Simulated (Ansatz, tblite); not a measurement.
**The cluster Si₂S₂: a ladder of methods and basis sets**

Aim: run the singlet of the cluster Si₂S₂ at one geometry on many levels, and compare frontier levels, spin and run time.

The runs use Ansatz 0.2.0, Gaussian basis; as each input shows.

Levels to be run: GFN1-xTB, GFN2-xTB, PBE-D4/def2-TZVP, r2SCAN-D4/def2-TZVP, ωB97X-V/def2-TZVP, revPBE-D4/def2-TZVP, HSE06-D4/def2-TZVP, LDA/def2-TZVP, HF/def2-TZVP, PBE-D4/def2-SVP, PBE0-D4/def2-SVP, HF/6-31G, B3LYP-D4/6-31G, PBE0-D4/def2-TZVPD, PBE-D4/def2-TZVPD, r2SCAN-D4/def2-TZVPD, CCSD(T)/def2-TZVPP, MP2/def2-TZVP, RPA/def2-TZVP.

## Step 1: The relaxed structure

The singlet was relaxed beforehand with PBE0-D4/def2-TZVP. At that level it is the lowest of the isomers that a small search found.

4 atoms, charge 0, spin multiplicity 1.

Bond lengths: Si1–S3 2.170 Å, Si1–S4 2.170 Å, Si2–S3 2.170 Å, Si2–S4 2.170 Å. Angles: S3–Si1–S4 94.9°, S3–Si2–S4 94.9°, Si1–S3–Si2 80.4°, Si1–S4–Si2 80.4°.

PBE0-D4/def2-TZVP was run before; its log isn't repeated, and its numbers join the tables.

## Step 2: GFN1-xTB

Tight binding, by tblite at 300 K electronic temperature and without a spin-polarisation term:

```python
tblite.interface.Calculator('GFN1-xTB', numbers, positions, charge=0, uhf=0).singlepoint()
```

Energy -302.5430 eV, HOMO -8.94 eV, LUMO -6.40 eV; 0.003 s.

## Step 3: GFN2-xTB

Tight binding, by tblite at 300 K electronic temperature and without a spin-polarisation term:

```python
tblite.interface.Calculator('GFN2-xTB', numbers, positions, charge=0, uhf=0).singlepoint()
```

Energy -270.7890 eV, HOMO -9.65 eV, LUMO -7.70 eV; 0.004 s.

## Step 4: PBE-D4/def2-TZVP

start.molden holds the orbitals of an earlier run on this state, given as this run's starting guess.

in.yaml reads:

```yaml
crystal:
  periodic: [false, false, false]
  atoms:
    - {symbol: Si, position_ang: [1.341760, -0.268916, -0.370858]}
    - {symbol: Si, position_ang: [-1.137960, 0.459833, 0.709770]}
    - {symbol: S, position_ang: [-0.154802, -1.473260, 0.638482]}
    - {symbol: S, position_ang: [-0.048999, 1.282334, -0.977405]}
basis:
  gaussian: {orbitals: def2-TZVP, initial_orbitals: start.molden}
hamiltonian: {xc: pbe, dispersion: d4}
scf: {omitted_lower_state_checks: [starts]}
output: {orbitals: {seedname: orbitals}}
```

Started as:

```console
ansatz run in.yaml --threads 4 --pin off --events-out ev --progress --plain --max-ram 3916MiB
```

The runs that follow: r2SCAN-D4/def2-TZVP; ωB97X-V/def2-TZVP; revPBE-D4/def2-TZVP; HSE06-D4/def2-TZVP; LDA/def2-TZVP; HF/def2-TZVP; PBE-D4/def2-SVP; PBE0-D4/def2-SVP; HF/6-31G; B3LYP-D4/6-31G; PBE0-D4/def2-TZVPD; PBE-D4/def2-TZVPD; r2SCAN-D4/def2-TZVPD; CCSD(T)/def2-TZVPP; MP2/def2-TZVP; RPA/def2-TZVP.

Before running them: what should the planned runs give, taken together? Wanted: gap in def2-TZVP, named functionals and Hartree-Fock, smallest and largest; correlation energy, CCSD(T)/def2-TZVPP; correlation energy, MP2/def2-TZVP; binding an atom, functionals in def2-TZVP; PBE0 total energy, smallest basis above largest.

**Answer**, as computed:

```
                                                                  quantity                            value
gap in def2-TZVP, named functionals and Hartree-Fock, smallest and largest      1.87 eV (LDA), 8.78 eV (HF)
                                    correlation energy, CCSD(T)/def2-TZVPP                        -16.60 eV
                                         correlation energy, MP2/def2-TZVP                        -14.34 eV
                                 binding an atom, functionals in def2-TZVP  3.49 (ωB97X-V) to 4.14 eV (LDA)
                           PBE0 total energy, smallest basis above largest  13.14 eV (def2-SVP, def2-TZVPD)
```

In words: Over the named functionals and Hartree-Fock in def2-TZVP the gap runs from 1.87 eV (LDA) to 8.78 eV (HF); exact exchange widens it. Notes on CCSD(T)/def2-TZVPP: large T1 diagnostic.
